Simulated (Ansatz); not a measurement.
# AlH2ClO (SMILES [OH][AlH][Cl]) at 6 levels

We compute a comparison of 6 runs (BLYP/STO-3G, UB3LYP/STO-3G, UPBE/STO-3G, r2SCAN/STO-3G, r2SCAN0/STO-3G, MP2/STO-3G) of AlH2ClO. 

Program for the calculation: Ansatz 0.2.0.

77 further runs of the same task are left out: 5 that didn't finish, 72 set aside as unsound or not needed.

**1. Starting point**

AlH2ClO has 5 atoms, charge 0, and is taken as a singlet. As SMILES, `[OH][AlH][Cl]`. The Cl3–Al2 distance was set to 3.144 Å, away from the relaxed value. At this shape a bond of the SMILES string is far longer than usual.

Bond lengths: O1–Al2 1.684 Å, O1–H4 0.956 Å, Al2–H5 1.563 Å. Angles: O1–Al2–H5 119.3°, Al2–O1–H4 124.3°.

**2. The energy at BLYP/STO-3G (run 1)**

Contents of run.yaml:

```yaml
crystal:
  periodic: [false, false, false]
  atoms:
    - {symbol: O, position_ang: [-1.452054, 1.326060, -0.777053]}
    - {symbol: Al, position_ang: [0.089046, 1.140060, -0.125153]}
    - {symbol: Cl, position_ang: [1.114900, -1.725400, 0.662800]}
    - {symbol: H, position_ang: [-2.061454, 0.606060, -0.932153]}
    - {symbol: H, position_ang: [0.991546, 2.400160, 0.079547]}
basis:
  gaussian:
    orbitals: STO-3G
total_charge: 0
magnetization:
  spin_polarized: false
  initial_magnetization: 0
hamiltonian:
  xc: {name: BLYP}
accuracy: high
```

The run is started by

```
$ ansatz run run.yaml --threads 1 --pin off --max-ram 2610MiB --events-out events.jsonl --progress --plain --runs-dir runs
```

The program printed:

```text
Warning: RAYON_NUM_THREADS=1 ignored (pool sized by the plan → 1); use --threads N
Functional definition: BLYP
  name "BLYP"
  parameter beta = 0.0042
  parameter a = 0.04918
  parameter b = 0.132
  parameter c = 0.2533
  parameter d = 0.349
  exchange = b88_x(beta = beta)
  correlation = lyp_c(a = a, b = b, c = c, d = d)
425 factors; integrals over basis functions are off by at most 2.3e-8 eV
mean field evaluation 1: about -20945.7459 eV, gradient 3.2e1 eV
mean field evaluation 2: about -20848.0250 eV, gradient 7.6e1 eV
mean field evaluation 4: about -20950.7211 eV, gradient 7.6e0 eV
mean field evaluation 8: about -20951.2838 eV, gradient 6.1e-1 eV
mean field evaluation 16: about -20951.2458 eV, gradient 5.6e-6 eV
mean field -20951.24579431 eV, -769.9440816765 hartree, gradient 2.6e-8 eV, S^2 0.000000; 0 other end points of the search recorded, 0 dependent functions left out
reference -20951.24583673 eV, -769.9440832354 hartree; 20, 20 occupied and 5, 5 virtual orbitals, 425 factors
Total energy: -20951.24583673 eV, -769.9440832354 hartree
```

Wall time 0.48 s (1 thread of AMD EPYC 9R45 (Zen 5), shared host).

**3. A single-point energy at UB3LYP/STO-3G (run 2)**

Contents of in.yaml:

```yaml
basis:
  gaussian:
    orbitals: STO-3G
crystal:
  periodic: [false, false, false]
  atoms:
    - {symbol: O, position_ang: [-1.452054, 1.326060, -0.777053]}
    - {symbol: Al, position_ang: [0.089046, 1.140060, -0.125153]}
    - {symbol: Cl, position_ang: [1.114900, -1.725400, 0.662800]}
    - {symbol: H, position_ang: [-2.061454, 0.606060, -0.932153]}
    - {symbol: H, position_ang: [0.991546, 2.400160, 0.079547]}
hamiltonian:
  xc: {name: B3LYP}
accuracy: high
magnetization:
  spin_polarized: true
  initial_magnetization: 0
```

The run is started by

```
$ ansatz run in.yaml --threads 1 --pin off --max-ram 2610MiB --events-out events.jsonl --progress --plain --runs-dir runs
```

The program printed:

```text
Warning: RAYON_NUM_THREADS=1 ignored (pool sized by the plan → 1); use --threads N
Functional definition: B3LYP
  name "B3LYP"
  parameter a0 = 0.2
  parameter ax = 0.72
  parameter ac = 0.81
  exchange = (1 - a0 - ax)*slater_x + ax*b88_x + a0*exact_x
  correlation = (1 - ac)*vwn_rpa_c + ac*lyp_c
425 factors; integrals over basis functions are off by at most 2.3e-8 eV
mean field evaluation 1: about -20949.3467 eV, gradient 2.0e1 eV
mean field evaluation 2: about -20928.6765 eV, gradient 5.1e1 eV
mean field evaluation 4: about -20952.5821 eV, gradient 9.6e0 eV
mean field evaluation 8: about -20953.8511 eV, gradient 8.7e-2 eV
mean field evaluation 16: about -20953.8512 eV, gradient 3.4e-7 eV
mean field -20953.85118856 eV, -770.0398281490 hartree, gradient 7.8e-8 eV, S^2 0.000000; 2 other end points of the search recorded, 0 dependent functions left out
reference -20953.85121964 eV, -770.0398292912 hartree; 20, 20 occupied and 5, 5 virtual orbitals, 425 factors
Total energy: -20953.85121964 eV, -770.0398292912 hartree
```

Wall time 0.88 s (1 thread of AMD EPYC 9R45 (Zen 5), shared host).

Runs 3 to 5 aren't shown in full; the table further down has their settings and results.

**4. The energy at MP2/STO-3G (run 6)**

Contents of input.yaml:

```yaml
basis:
  gaussian: {orbitals: STO-3G}
crystal:
  periodic: [false, false, false]
  atoms:
    - {symbol: O, position_ang: [-1.452054, 1.326060, -0.777053]}
    - {symbol: Al, position_ang: [0.089046, 1.140060, -0.125153]}
    - {symbol: Cl, position_ang: [1.114900, -1.725400, 0.662800]}
    - {symbol: H, position_ang: [-2.061454, 0.606060, -0.932153]}
    - {symbol: H, position_ang: [0.991546, 2.400160, 0.079547]}
correlation: {method: mp2, frozen_orbitals: {Al: 5, Cl: 5, H: 0, O: 1}}
accuracy: high
```

The run is started by

```
$ ansatz run input.yaml --threads 1 --pin off --max-ram 2610MiB --events-out events.jsonl --progress --plain --runs-dir runs
```

The program printed:

```text
Warning: RAYON_NUM_THREADS=1 ignored (pool sized by the plan → 1); use --threads N
Functional definition: HF
  name "HF"
  exchange = exact_x
  correlation = 0
425 factors; integrals over basis functions are off by at most 2.3e-8 eV
mean field evaluation 1: about -20910.6271 eV, gradient 2.4e1 eV
mean field evaluation 2: about -20910.6485 eV, gradient 2.4e1 eV
mean field evaluation 4: about -20913.5230 eV, gradient 1.9e0 eV
mean field evaluation 8: about -20913.5497 eV, gradient 8.8e-4 eV
mean field -20913.54967945 eV, -768.5587750068 hartree, gradient 2.1e-8 eV, S^2 0.000000; 0 other end points of the search recorded, 0 dependent functions left out; unrestricted orbitals would lower it
mean field evaluation 16: about -20913.5474 eV, gradient 2.3e-1 eV
11 core orbitals not correlated: weight in the atoms' cores, before any rotation towards them, 1.000 or more for the frozen orbitals, at most 0.000 for the correlated occupied ones
reference -20913.54967945 eV, -768.5587750068 hartree; 9, 9 occupied and 5, 5 virtual orbitals, 425 factors
second order -2.12230126 eV of doubles, -0.00000000 eV of singles
Total energy: -20915.67198071 eV, -768.6367681395 hartree
```

It took 0.08 s on 1 thread of AMD EPYC 9R45 (Zen 5), shared host.

**5. The series**

| run | level | frozen core orbitals | energy (Eh) | wall time |
| --- | --- | --- | --- | --- |
| 1 | BLYP/STO-3G | – | -769.944083 | 0.48 s |
| 2 | UB3LYP/STO-3G | – | -770.039829 | 0.88 s |
| 3 | UPBE/STO-3G | – | -769.611861 | 0.8 s |
| 4 | r2SCAN/STO-3G | – | -769.985149 | 1 s |
| 5 | r2SCAN0/STO-3G | – | -769.985360 | 1.1 s |
| 6 | MP2/STO-3G | 11 | -768.636768 | 0.08 s |

**6. Results**

| quantity | value |
| --- | --- |
| run 6: total energy | -768.63677 Eh |
| run 6: correlation energy (11 core orbitals frozen) | -78.0 mEh |

In words: Totals of different functionals can't be ranked against each other. In run 6 the log says that unrestricted orbitals would lower the reference, so the values rest on an unstable closed-shell determinant (other closed-shell runs at this shape may share the fault). In runs 1, 2, 3, 4, 5, 6 the basis is minimal, so the values are rough. All runs together took 4.3 s, the longest 1.1 s.
